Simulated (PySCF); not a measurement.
Calculation: B3LYP-D3(BJ)/def2-TZVP (PySCF 2.14.0). All species are isolated molecules in the gas phase. B3LYP has the VWN-RPA correlation part, as in Gaussian. 

Reference species (SMILES): `[CH3]` (neutral, multiplicity 2).

```
Item                              Value
-----------------------------  --------
highest occupied spin orbital  -6.45 eV
```

Changed species: `C[O]` (radical fragment; the reference has radical fragment).

Q: What does the change do to the highest occupied spin orbital?

A: the highest occupied spin orbital falls by 1.05 eV, to -7.50 eV.
